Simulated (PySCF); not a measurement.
C4H2Cl2.
Bonds: Cl1–C2, C2–Cl3, C2–C4 (double), C4–C5, C5–C6 (double), C4–C6. Hydrogens: H7 on C5; H8 on C6.

Computed by this run: PySCF, PBE0-D3(BJ)/def2-SVP geometry optimisation, gas phase; density fitting, grid level 1; the optimiser is geomeTRIC in internal coordinates, started from a GFN2-xTB structure.

Step 0: E = -29198.2941 eV
```
atom  x, y, z in Å  |  force x, y, z in eV/Å
Cl1     2.3181    1.3527    0.4805   -0.098   0.000  -0.039
C2      1.2696   -0.0323    0.4872    1.252  -0.035   0.490
Cl3     1.9708   -1.4662    1.1723   -0.090   0.005  -0.040
C4      0.0511    0.0019    0.0167   -1.951   0.058  -0.747
C5     -1.2338   -0.6008   -0.2924    1.099   1.053   0.112
C6     -1.0788    0.6727   -0.6022    0.836  -1.111   0.629
H7     -1.8253   -1.4822   -0.2581   -0.624  -0.804  -0.003
H8     -1.4527    1.5817   -1.0044   -0.423   0.834  -0.401
```

Step 1: E = -29198.2639 eV
```
atom  x, y, z in Å  |  force x, y, z in eV/Å
Cl1     2.3085    1.3584    0.4765    0.074   0.036  -0.075
C2      1.2962   -0.0452    0.4538   -0.108   0.176   0.623
Cl3     1.9687   -1.4697    1.1690    0.050  -0.079  -0.047
C4      0.0173    0.0258    0.1053    0.182  -0.274  -0.971
C5     -1.2031   -0.6076   -0.3146   -0.278  -0.338   0.448
C6     -1.0471    0.6594   -0.6245   -0.147   0.571   0.247
H7     -1.8516   -1.4828   -0.2586    0.129   0.039  -0.130
H8     -1.4700    1.5890   -1.0074    0.098  -0.131  -0.095
```

Step 2: E = -29198.2903 eV
```
atom  x, y, z in Å  |  force x, y, z in eV/Å
Cl1     2.3168    1.3580    0.4536   -0.009  -0.043   0.024
C2      1.2824   -0.0316    0.5002   -0.181   0.098   0.260
Cl3     1.9718   -1.4814    1.1507    0.002   0.043   0.005
C4      0.0120    0.0286    0.1124    0.360  -0.228  -0.730
C5     -1.2051   -0.6093   -0.3100   -0.142   0.138   0.317
C6     -1.0490    0.6641   -0.6206   -0.139   0.064   0.345
H7     -1.8446   -1.4882   -0.2694    0.057  -0.039  -0.107
H8     -1.4654    1.5871   -1.0175    0.051  -0.032  -0.114
```

**Question.** Estimate the geometry and energy of step 3. (The exact step hangs on the optimiser's Hessian estimate; all steps are aligned on step 2, rigid shifts and turns removed.)

**Answer.** E = -29198.3160 eV, largest force 0.572 eV/Å
```
atom  x, y, z in Å  |  force x, y, z in eV/Å
Cl1     2.3294    1.3471    0.4585   -0.076   0.046   0.006
C2      1.2754   -0.0269    0.5125   -0.046   0.037   0.111
Cl3     1.9825   -1.4733    1.1509   -0.076  -0.028   0.028
C4      0.0165    0.0233    0.0897    0.301  -0.144  -0.465
C5     -1.2137   -0.6078   -0.3018   -0.012   0.410   0.160
C6     -1.0577    0.6694   -0.6127   -0.095  -0.280   0.326
H7     -1.8445   -1.4905   -0.2744   -0.007  -0.094  -0.064
H8     -1.4690    1.5860   -1.0231    0.011   0.055  -0.102
```

The energy changes by -0.0257 eV. The first-order estimate −F·Δx gives -0.0346 eV and the mean of the old and new forces, exact on a quadratic surface, -0.0258 eV. The step makes an angle of 37° with the force vector and moves no atom by more than 0.024 Å.

What follows is the cost of the whole optimisation. The run took 37 s on an Intel Xeon Platinum 8488C with one thread, no GPU, shared host with 96 logical CPUs at a one-minute load of 69, and the process peaked at 0.42 GiB of memory.
